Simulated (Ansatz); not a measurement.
# MgHO radical (SMILES [OH][Mg]): functionals against CCSD(T) at one geometry

How do the functionals fare away from a minimum? The structure is a structure displaced at random from a GFN2-xTB minimum.

The runs use Ansatz 0.2.0, Gaussian basis; single points in def2-TZVPP.

Correlated methods freeze the cores. The outer core shell of Li, Na, Mg and K is correlated. Orbitals are unrestricted.

## (1) Starting geometry

SMILES `[OH][Mg]`, 3 atoms, charge 0, spin multiplicity 2.

Atoms are counted from 1 here; the program's logs count them from 0.

Bond lengths: O1–Mg2 1.538 Å, O1–H3 0.967 Å. Angles: Mg2–O1–H3 162.3°.

Coordinates:

```xyz
3

O    -0.10030   -0.04120   -0.10230
Mg    1.20700    0.06340    0.70180
H    -0.99010    0.12900   -0.43920
```

## (2) CCSD(T)/def2-TZVPP

File run/in.yaml:

```yaml
crystal:
  periodic: [false, false, false]
  atoms:
    - {symbol: O, position_ang: [-0.100300, -0.041200, -0.102300]}
    - {symbol: Mg, position_ang: [1.207000, 0.063400, 0.701800]}
    - {symbol: H, position_ang: [-0.990100, 0.129000, -0.439200]}
basis:
  gaussian: {orbitals: def2-TZVPP}
magnetization: {spin_polarized: true, initial_magnetization: 1}
correlation: {method: ccsd_t}
scf: {omitted_lower_state_checks: [cluster_reference]}
output: {forces: true}
```

No record of the launch command was kept for these runs.

## (3) PBE0-D4/def2-TZVPP

run/in.yaml: that of step 2 with these lines changed.

```diff
@@ -9,4 +9,3 @@
 magnetization: {spin_polarized: true, initial_magnetization: 1}
-correlation: {method: ccsd_t}
-scf: {omitted_lower_state_checks: [cluster_reference]}
-output: {forces: true}
+hamiltonian: {xc: pbe0, dispersion: d4}
+output: {forces: true, orbitals: {seedname: orbitals}}
```

## (4) wB97M-V/def2-TZVPP

run/in.yaml: that of step 3 with these lines changed.

```diff
@@ -9,3 +9,3 @@
 magnetization: {spin_polarized: true, initial_magnetization: 1}
-hamiltonian: {xc: pbe0, dispersion: d4}
-output: {forces: true, orbitals: {seedname: orbitals}}
+hamiltonian: {xc: {name: wB97M-V}}
+output: {forces: true}
```

## (5) r2SCAN-D4/def2-TZVPP

run/in.yaml: that of step 4 with these lines changed.

```diff
@@ -9,3 +9,3 @@
 magnetization: {spin_polarized: true, initial_magnetization: 1}
-hamiltonian: {xc: {name: wB97M-V}}
+hamiltonian: {xc: r2scan, dispersion: d4}
 output: {forces: true}
```

## (6) PBE-D4/def2-TZVPP

run/in.yaml: that of step 5 with these lines changed.

```diff
@@ -9,3 +9,3 @@
 magnetization: {spin_polarized: true, initial_magnetization: 1}
-hamiltonian: {xc: r2scan, dispersion: d4}
+hamiltonian: {xc: pbe, dispersion: d4}
 output: {forces: true}
```

## (7) BLYP-D4/def2-TZVPP

run/in.yaml: that of step 6 with these lines changed.

```diff
@@ -9,3 +9,3 @@
 magnetization: {spin_polarized: true, initial_magnetization: 1}
-hamiltonian: {xc: pbe, dispersion: d4}
+hamiltonian: {xc: {name: BLYP}, dispersion: d4}
 output: {forces: true}
```

## (8) revPBE-D4/def2-TZVPP

run/in.yaml: that of step 7 with these lines changed.

```diff
@@ -9,3 +9,3 @@
 magnetization: {spin_polarized: true, initial_magnetization: 1}
-hamiltonian: {xc: {name: BLYP}, dispersion: d4}
+hamiltonian: {xc: {name: revPBE}, dispersion: d4}
 output: {forces: true}
```

(Steps that only read results are left out.)

**Question.** What will these runs give? Wanted: energy less free atoms, CCSD(T)/def2-TZVPP; RMS force component; RMS force error; HOMO and LUMO, PBE0-D4; T1 diagnostic.

**Answer**, as computed:

| quantity | value |
| --- | --- |
| energy less free atoms, CCSD(T)/def2-TZVPP | -635.8 kJ/mol |
| RMS force component | 4.570 to 4.678 eV/Å over the methods |
| RMS force error | PBE0-D4 0.064, wB97M-V 0.023, r2SCAN-D4 0.041, PBE-D4 0.233, BLYP-D4 0.267, revPBE-D4 0.242 eV/Å |
| HOMO and LUMO, PBE0-D4 | -5.00 and -1.91 eV |
| T1 diagnostic | 0.011 |

In words: Against CCSD(T) the functionals' energies less atoms differ by -50.6 to -7.0 kJ/mol, PBE-D4 by -41.8 kJ/mol. CCSD(T) in triple zeta still lacks some correlation energy of the bonds, so part of these gaps is its own basis error and they don't rank the functionals. The forces of wB97M-V come nearest to CCSD(T), those of BLYP-D4 are farthest. Frozen-core CCSD(T) forces in triple zeta carry basis errors of their own, and this is one geometry, so small gaps rank nothing.
